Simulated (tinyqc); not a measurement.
Worked calculation: RKS/LDA (VWN5) in the sto-3g basis, for H2O, spin multiplicity 1. One step of it, computed by the program tinyqc.

Question. Iteration 2: building the Kohn-Sham matrix. J_ij = sum D_kl (ij|kl); F = H + J + V_xc; E = tr D H + tr D J / 2 + E_xc + E_nn.

D after iteration 1:
```
            1O 1s      1O 2s    1O 2px     1O 2py     1O 2pz      2H 1s      3H 1s
1O 1s    2.102525  -0.424653  0.000000  -0.001561   0.071751  -0.050499  -0.052957
1O 2s   -0.424653   1.850167  0.000000   0.014128  -0.374189   0.103076   0.093055
1O 2px   0.000000   0.000000  2.000000   0.000000   0.000000   0.000000   0.000000
1O 2py  -0.001561   0.014128  0.000000   1.135142   0.002651   0.445543  -0.438451
1O 2pz   0.071751  -0.374189  0.000000   0.002651   1.693705   0.282420   0.279866
2H 1s   -0.050499   0.103076  0.000000   0.445543   0.282420   0.236362  -0.110565
3H 1s   -0.052957   0.093055  0.000000  -0.438451   0.279866  -0.110565   0.230926
```

core Hamiltonian H = T + V (hartree):
```
             1O 1s      1O 2s     1O 2px     1O 2py     1O 2pz      2H 1s      3H 1s
1O 1s   -32.722648  -7.613215   0.000000   0.001657  -0.016245  -1.631914  -1.879764
1O 2s    -7.613215  -9.336147   0.000000   0.015988  -0.190764  -3.555067  -3.919809
1O 2px    0.000000   0.000000  -7.458690   0.000000   0.000000   0.000000   0.000000
1O 2py    0.001657   0.015988   0.000000  -7.641472   0.007747  -2.114479   2.268778
1O 2pz   -0.016245  -0.190764   0.000000   0.007747  -7.526824  -1.345745  -1.441981
2H 1s    -1.631914  -3.555067   0.000000  -2.114479  -1.345745  -4.942174  -1.384175
3H 1s    -1.879764  -3.919809   0.000000   2.268778  -1.441981  -1.384175  -5.170493
```

Two-electron integrals (ij|kl) in chemists' order, unique and non-zero (hartree):
```
(11|11) 4.785065    (21|11) 0.741380    (21|21) 0.136873    (22|11) 1.118947
(22|21) 0.256633    (22|22) 0.817206    (31|31) 0.024477    (32|31) 0.037809
(32|32) 0.180518    (33|11) 1.115814    (33|21) 0.256684    (33|22) 0.817023
(33|33) 0.880159    (41|41) 0.024477    (42|41) 0.037809    (42|42) 0.180518
(43|43) 0.047444    (44|11) 1.115814    (44|21) 0.256684    (44|22) 0.817023
(44|33) 0.785270    (44|44) 0.880159    (51|51) 0.024477    (52|51) 0.037809
(52|52) 0.180518    (53|53) 0.047444    (54|54) 0.047444    (55|11) 1.115814
(55|21) 0.256684    (55|22) 0.817023    (55|33) 0.785270    (55|44) 0.785270
(55|55) 0.880159    (61|11) 0.160101    (61|21) 0.029303    (61|22) 0.054570
(61|33) 0.054465    (61|41) 0.001153    (61|42) 0.002156    (61|44) 0.054699
(61|51) 0.000704    (61|52) 0.001316    (61|54) 0.000143    (61|55) 0.054552
(61|61) 0.006355    (62|11) 0.383652    (62|21) 0.089068    (62|22) 0.313338
(62|33) 0.308064    (62|41) 0.005699    (62|42) 0.043262    (62|44) 0.319375
(62|51) 0.003479    (62|52) 0.026409    (62|54) 0.006905    (62|55) 0.312279
(62|61) 0.019430    (62|62) 0.147881    (63|31) 0.009390    (63|32) 0.054406
(63|43) 0.009023    (63|53) 0.005508    (63|63) 0.021248    (64|11) 0.233678
(64|21) 0.054960    (64|22) 0.206478    (64|33) 0.197078    (64|41) 0.012477
(64|42) 0.081457    (64|44) 0.222355    (64|51) 0.001884    (64|52) 0.016513
(64|54) 0.009923    (64|55) 0.199773    (64|61) 0.012528    (64|62) 0.118365
(64|64) 0.114911    (65|11) 0.142649    (65|21) 0.033551    (65|22) 0.126045
(65|33) 0.120306    (65|41) 0.001884    (65|42) 0.016513    (65|44) 0.124721
(65|51) 0.010540    (65|52) 0.064487    (65|54) 0.011718    (65|55) 0.132968
(65|61) 0.007647    (65|62) 0.072256    (65|64) 0.057177    (65|65) 0.056151
(66|11) 0.518390    (66|21) 0.122308    (66|22) 0.492853    (66|33) 0.472845
(66|41) 0.010276    (66|42) 0.107000    (66|44) 0.516130    (66|51) 0.006273
(66|52) 0.065318    (66|54) 0.026423    (66|55) 0.488975    (66|61) 0.026930
(66|62) 0.290788    (66|64) 0.265785    (66|65) 0.162249    (66|66) 0.774606
(71|11) 0.184786    (71|21) 0.033801    (71|22) 0.062884    (71|33) 0.062767
(71|41) -0.001320   (71|42) -0.002461   (71|44) 0.063029    (71|51) 0.000806
(71|52) 0.001503    (71|54) -0.000160   (71|55) 0.062864    (71|61) 0.007199
(71|62) 0.021577    (71|64) 0.012713    (71|65) 0.008496    (71|66) 0.029510
(71|71) 0.008455    (72|11) 0.425202    (72|21) 0.098636    (72|22) 0.344917
(72|33) 0.339273    (72|41) -0.006272   (72|42) -0.046814   (72|44) 0.351375
(72|51) 0.003830    (72|52) 0.028586    (72|54) -0.007390   (72|55) 0.343785
(72|61) 0.020737    (72|62) 0.128812    (72|64) 0.071662    (72|65) 0.060816
(72|66) 0.204501    (72|71) 0.024782    (72|72) 0.176434    (73|31) 0.010612
(73|32) 0.060704    (73|43) -0.009862   (73|53) 0.006022    (73|63) 0.018012
(73|73) 0.025919    (74|11) -0.252283   (74|21) -0.059313   (74|22) -0.221570
(74|33) -0.211394   (74|41) 0.013941    (74|42) 0.089425    (74|44) -0.238812
(74|51) -0.002033   (74|52) -0.017537   (74|54) 0.010720    (74|55) -0.214263
(74|61) -0.011875   (74|62) -0.069044   (74|64) -0.020933   (74|65) -0.031898
(74|66) -0.097298   (74|71) -0.015598   (74|72) -0.137675   (74|74) 0.132194
(75|11) 0.154049    (75|21) 0.036218    (75|22) 0.135295    (75|33) 0.129081
(75|41) -0.002033   (75|42) -0.017537   (75|44) 0.133780    (75|51) 0.011853
(75|52) 0.071412    (75|54) -0.012731   (75|55) 0.142876    (75|61) 0.007978
(75|62) 0.059766    (75|64) 0.032465    (75|65) 0.045792    (75|66) 0.103711
(75|71) 0.009524    (75|72) 0.084067    (75|74) -0.064894   (75|75) 0.065544
(76|11) 0.139665    (76|21) 0.032645    (76|22) 0.122494    (76|33) 0.120056
(76|41) 0.000047    (76|42) 0.000526    (76|44) 0.122927    (76|51) 0.002079
(76|52) 0.017994    (76|54) 0.000124    (76|55) 0.124371    (76|61) 0.007024
(76|62) 0.055504    (76|64) 0.038713    (76|65) 0.030424    (76|66) 0.109201
(76|71) 0.008086    (76|72) 0.059991    (76|74) -0.040192   (76|75) 0.032223
(76|76) 0.024655    (77|11) 0.546710    (77|21) 0.128880    (77|22) 0.514327
(77|33) 0.493352    (77|41) -0.011147   (77|42) -0.112491   (77|44) 0.538739
(77|51) 0.006807    (77|52) 0.068689    (77|54) -0.027714   (77|55) 0.510275
(77|61) 0.026974    (77|62) 0.193457    (77|64) 0.095608    (77|65) 0.099931
(77|66) 0.319920    (77|71) 0.032714    (77|72) 0.323046    (77|74) -0.288136
(77|75) 0.175941    (77|76) 0.109201    (77|77) 0.774606
```

nuclear repulsion = 9.18314164 hartree

V_xc (hartree):
```
            1O 1s      1O 2s     1O 2px     1O 2py     1O 2pz      2H 1s      3H 1s
1O 1s   -2.936485  -0.421654   0.000000   0.000073   0.001950  -0.091445  -0.105542
1O 2s   -0.421654  -0.819085   0.000000   0.000519  -0.000324  -0.297002  -0.328441
1O 2px   0.000000   0.000000  -0.819215   0.000000   0.000000   0.000000   0.000000
1O 2py   0.000073   0.000519   0.000000  -0.805858   0.000474  -0.190755   0.205820
1O 2pz   0.001950  -0.000324   0.000000   0.000474  -0.817049  -0.118661  -0.128156
2H 1s   -0.091445  -0.297002   0.000000  -0.190755  -0.118661  -0.434888  -0.108096
3H 1s   -0.105542  -0.328441   0.000000   0.205820  -0.128156  -0.108096  -0.454437
```

E_xc = sum of w rho eps_xc = -9.14273780 hartree

Give: Coulomb J; Kohn-Sham matrix F; total energy of this density.

Answer.

Coulomb J (hartree):
```
          1O 1s    1O 2s  1O 2px   1O 2py   1O 2pz   2H 1s    3H 1s
1O 1s   17.8260   3.3787  0.0000  -0.0003  -0.0049  0.7231   0.8339
1O 2s    3.3787   8.4419  0.0000  -0.0019   0.0146  3.1919   3.5162
1O 2px   0.0000   0.0000  8.4362   0.0000   0.0000  0.0000   0.0000
1O 2py  -0.0003  -0.0019  0.0000   8.4304  -0.0009  2.0845  -2.2380
1O 2pz  -0.0049   0.0146  0.0000  -0.0009   8.4354  1.2813   1.3757
2H 1s    0.7231   3.1919  0.0000   2.0845   1.2813  5.0096   1.2413
3H 1s    0.8339   3.5162  0.0000  -2.2380   1.3757  1.2413   5.2173
```

Kohn-Sham matrix F (hartree):
```
           1O 1s    1O 2s  1O 2px   1O 2py   1O 2pz    2H 1s    3H 1s
1O 1s   -17.8331  -4.6562  0.0000   0.0014  -0.0192  -1.0002  -1.1514
1O 2s    -4.6562  -1.7133  0.0000   0.0146  -0.1765  -0.6602  -0.7320
1O 2px    0.0000   0.0000  0.1583   0.0000   0.0000   0.0000   0.0000
1O 2py    0.0014   0.0146  0.0000  -0.0169   0.0073  -0.2208   0.2366
1O 2pz   -0.0192  -0.1765  0.0000   0.0073   0.0915  -0.1831  -0.1944
2H 1s    -1.0002  -0.6602  0.0000  -0.2208  -0.1831  -0.3674  -0.2510
3H 1s    -1.1514  -0.7320  0.0000   0.2366  -0.1944  -0.2510  -0.4076
```

total energy of this density = -74.598682 hartree
